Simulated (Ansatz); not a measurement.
**What a trial cell of Sc relaxes into**

All numbers below come from DFT PBEsol, scalar-relativistic, plane waves, PAW in Ansatz. Cutoff 420 eV, Γ-centred k mesh, Gaussian smearing, no spin polarisation in the final step.

The start puts Sc on the iodine structure type (Cmce, No. 64), at a guessed volume.

```
CELL_PARAMETERS angstrom
3.08822 -2.04108 0.00000
3.08822 2.04108 0.00000
0.00000 0.00000 8.32607
ATOMIC_POSITIONS crystal
Sc 0.85000 0.15000 0.11700
Sc 0.65000 0.35000 0.61700
Sc 0.15000 0.85000 0.88300
Sc 0.35000 0.65000 0.38300
```

Cell and atoms relax at zero pressure; the relaxation can't lower the symmetry of the start. After a coarse first stage the cell is made exact in the group found at 0.06 Å.

Energies count from the standard state of Sc at the same level.

(1) What does it relax into?

(2) What are its volume, energy, density and gap?

## Answers

(1) It ends in Fm-3m (No. 225). The result has the fcc structure. Conventional cell: a = 4.552 Å. Sc is coordinated by 12 Sc at 3.22 Å.

```cif
data_structure
_symmetry_space_group_name_H-M 'Fm-3m'
_symmetry_Int_Tables_number 225
_cell_length_a 4.5519
_cell_length_b 4.5519
_cell_length_c 4.5519
_cell_angle_alpha 90.000
_cell_angle_beta 90.000
_cell_angle_gamma 90.000
_cell_volume 94.31
loop_
_atom_site_label
_atom_site_type_symbol
_atom_site_symmetry_multiplicity
_atom_site_Wyckoff_symbol
_atom_site_fract_x
_atom_site_fract_y
_atom_site_fract_z
_atom_site_occupancy
Sc1 Sc 4 a 0.00000 0.00000 0.00000 1
```

(2) The volume per atom is 23.58 Å³, the density is 3.17 g/cm³ and the energy over the standard structure is 0.05 eV/atom. The gap on the 24×24×24 mesh is 0 eV (a metal).

The final run used a 24×24×24 mesh on its 1-atom cell and 0.10 eV smearing. For metals, differences of a few meV/atom aren't resolved. Symmetry constrained the relaxation, so the result can be a saddle point.